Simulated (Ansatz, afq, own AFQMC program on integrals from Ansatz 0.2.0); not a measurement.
Where AFQMC and coupled cluster stand for GeHO, quartet

```yaml
atoms:
  - { symbol: Ge, position_ang: [0.0000, -0.0405, 0.2854] }
  - { symbol: O, position_ang: [0.0000, 0.0973, -1.3603] }
  - { symbol: H, position_ang: [0.0000, 1.3757, 1.0274] }
```

Connectivity, by distances: GeH–O.

Basis cc-pVDZ. Only valence electrons are correlated. Ansatz 0.2.0 and our own AFQMC program on the same integrals; the CISD trial comes from CCSD amplitudes, and released means the phaseless constraint is let go. Error bars are statistical, one sigma. No spin–orbit coupling.

Determinant: UHF, the one that the program's search chose, which needn't be the lowest solution. The geometry is a PBE0/def2-TZVP stationary point of this or a neighbouring charge and spin state.

No full CI on the walks' own integrals is used here; CCSDT(Q) serves as the reference and is uncertain by about the last step of the cluster series.

Cautions: no relativity below Rb; no spin-orbit coupling; inner d shell frozen; another spin lies lower; the released energies are still falling, so no released level is given (meV from the phaseless value at times in 1/Eh: -5 ± 3 at 0.24, -6.4 ± 2.1 at 0.51, -9 ± 3 at 0.99, -11.0 ± 1.9 at 1.62, -16 ± 3 at 2.40), though the last usable value meets CCSDT(Q) within the noise.

The T1 diagnostic is 0.0197 and the weight of the determinant in the CISD state is 0.909. The ⟨S²⟩ of the determinant is 3.764 and the size of the correlated space is 11 electrons in 31 orbitals.

Reference: CCSDT(Q), correlation energy -6.188 eV.

```
        level  E − E(reference) (mEh)  share of correlation (%)
           HF                  227.42                      0.00
          MP2                   31.61                     86.10
         CCSD                    5.81                     97.45
      CCSD(T)                    1.28                     99.44
        CCSDT                    0.42                     99.82
ph-AFQMC/CISD             0.47 ± 0.10                     99.79
```

A walk keeps the symmetry of its determinant, which the program's search chose and which needn't be the lowest solution, so a lower state of the same spin and another symmetry isn't excluded.
